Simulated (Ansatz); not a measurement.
**PH (SMILES [PH]): UCCSDT/3-21G**

Aim: the vertical ionisation energy of PH at UCCSDT/3-21G, from 2 runs. 

The results are computed with Ansatz 0.2.0.

57 further runs of the same task are left out: 57 set aside as unsound or not needed.

## (1) The system as given

PH: 2 atoms, total charge 0, spin state triplet. As SMILES, `[PH]`. The coordinates come from a GFN2-xTB relaxation.

Bond lengths: P1–H2 1.399 Å.

## (2) The energy at UCCSDT/3-21G

molecule.yaml

```yaml
crystal:
  periodic: [false, false, false]
  atoms:
    - symbol: P
      position_ang: [0.000000, 0.000000, 0.000000]
    - symbol: H
      position_ang: [0.000000, 0.000000, 1.399070]
basis:
  gaussian:
    orbitals: 3-21G.json
magnetization:
  spin_polarized: true
  initial_magnetization: 2
correlation:
  method: ccsdt
  frozen_orbitals: {H: 0, P: 5}
accuracy: high
scf:
  omitted_lower_state_checks: [cluster_reference, increment]
```

The basis set 3-21G is read from a file made from the Basis Set Exchange's data (not shown).

On the command line:

```bash
$ ansatz run molecule.yaml --threads 1 --pin off --max-ram 2610MiB --events-out events.jsonl --progress --plain --runs-dir runs
```

Log, shortened:

```text
Warning: RAYON_NUM_THREADS=1 ignored (pool sized by the plan → 1); use --threads N
Functional definition: HF
  name "HF"
[...]
277 factors; integrals over basis functions are off by at most 2.2e-9 eV
[...]
mean field -9239.68837141 eV, -339.5522847637 hartree, gradient 1.3e-8 eV, S^2 2.010096; 0 other end points of the search recorded, 0 dependent functions left out
5 core orbitals not correlated: weight in the atoms' cores, before any rotation towards them, 1.000 or more for the frozen orbitals, at most 0.000 for the correlated occupied ones
reference -9239.68837141 eV, -339.5522847637 hartree; 4, 2 occupied and 6, 8 virtual orbitals, 277 factors
second order -0.83794418 eV of doubles, -0.00000000 eV of singles
cycle   1  -1.04281550 eV  change   -2.0e-1 eV  update   3.6e-2
[...]
cycle  18  -1.14876744 eV  change  -4.6e-10 eV  update  7.2e-10
Total energy: -9240.83713886 eV, -339.5945011886 hartree
Checks for a lower state left out: cluster_reference, increment
```

Wall time 0.68 s (1 thread of Arm Neoverse V1, shared host).

## (3) The doublet cation at the same level

input.yaml

```yaml
crystal:
  periodic: [false, false, false]
  atoms:
    - symbol: P
      position_ang: [0.000000, 0.000000, 0.000000]
    - symbol: H
      position_ang: [0.000000, 0.000000, 1.399070]
basis:
  gaussian: {orbitals: 3-21G.json}
accuracy: high
total_charge: 1
scf: {omitted_lower_state_checks: [cluster_reference, increment]}
magnetization: {spin_polarized: true, initial_magnetization: 1}
correlation: {method: ccsdt, frozen_orbitals: {H: 0, P: 5}}
```

The basis set 3-21G is read from a file made from the Basis Set Exchange's data (not shown).

On the command line:

```bash
$ ansatz run input.yaml --threads 1 --pin off --max-ram 2610MiB --events-out events.jsonl --progress --plain --runs-dir runs
```

Log, shortened:

```text
Warning: RAYON_NUM_THREADS=1 ignored (pool sized by the plan → 1); use --threads N
Functional definition: HF
  name "HF"
[...]
276 factors; integrals over basis functions are off by at most 3.1e-9 eV
[...]
mean field -9229.81692503 eV, -339.1895158002 hartree, gradient 8.8e-9 eV, S^2 0.752787; 4 other end points of the search recorded, 0 dependent functions left out
5 core orbitals not correlated: weight in the atoms' cores, before any rotation towards them, 1.000 or more for the frozen orbitals, at most 0.000 for the correlated occupied ones
reference -9229.81692503 eV, -339.1895158002 hartree; 3, 2 occupied and 7, 8 virtual orbitals, 276 factors
second order -0.87373151 eV of doubles, -0.00000000 eV of singles
cycle   1  -1.12993604 eV  change   -2.6e-1 eV  update   4.7e-2
[...]
cycle  22  -1.29626454 eV  change  -2.2e-10 eV  update  4.1e-10
Total energy: -9231.11318957 eV, -339.2371526433 hartree
Checks for a lower state left out: cluster_reference, increment
```

Wall time 0.68 s (1 thread of Arm Neoverse V1, shared host).

## (4) What came out

At UCCSDT/3-21G, 5 core orbitals frozen:

```
                                                   quantity          value
                                   triplet PH: total energy  -339.59450 Eh
    triplet PH: correlation energy (5 core orbitals frozen)      -42.2 mEh
              triplet PH: ⟨S²⟩ of the reference determinant          2.010
                                  triplet PH: T1 diagnostic          0.006
                               doublet cation: total energy  -339.23715 Eh
doublet cation: correlation energy (5 core orbitals frozen)      -47.6 mEh
          doublet cation: ⟨S²⟩ of the reference determinant          0.753
                              doublet cation: T1 diagnostic          0.007
         vertical ionisation energy (to the doublet cation)       9.724 eV
```

**Reading.** The vertical ionisation energy comes to 9.72 eV (938 kJ/mol).
